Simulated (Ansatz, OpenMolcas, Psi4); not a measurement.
Worked example: the enthalpy of C2H2O → C2HO + H

Species: C2H2O (ethynol) `C#CO`, singlet; C2HO (ethynyloxy radical) `C#C[O]`, doublet; H atom, doublet. 

Shapes, held fixed at every level: PBE0-D4/def2-TZVP. Programs: Ansatz 0.2.0, OpenMolcas 26.06, Psi4 1.11. A level may come from different programs for different species; with the same settings they agree closely. The zero-point and thermal terms to 298 K, harmonic and unscaled (5/2 RT less the spin-orbit lowering for atoms, PBE0-D4/def2-TZVP), stand in the table.

At BLYP/cc-pVTZ; 1 Eh = 2625.50 kJ/mol:

| species | energy (Eh) | H(298 K) − E (kJ/mol) | tabulated ΔfH (kJ/mol) |
| --- | --- | --- | --- |
| C2H2O | -152.566691 | 96.3 | +92.7 |
| C2HO | -151.959357 | 61.3 | +178.0 |
| H | -0.497555 | 6.2 | +218.0 |

Problem. Work out the reaction enthalpy at 298 K from the calculation and from the table of heats.

Solution. 
1. Electronic: (-151.959357) + (-0.497555) − [(-152.566691)] = 0.109779 Eh = +288.2 kJ/mol.
2. Zero-point and thermal: (61.3) + (6.2) − [(96.3)] = -28.8 kJ/mol.
3. Computed ΔH = +259.4 kJ/mol.
4. From the heats of formation (Active Thermochemical Tables, tabulated atomic heats): (178.0) + (218.0) − [(92.7)] = +303.3 kJ/mol.
5. Computed less tabulated: -43.9 kJ/mol. Tabulated heats carry uncertainties of their own.

Open shells run unrestricted.
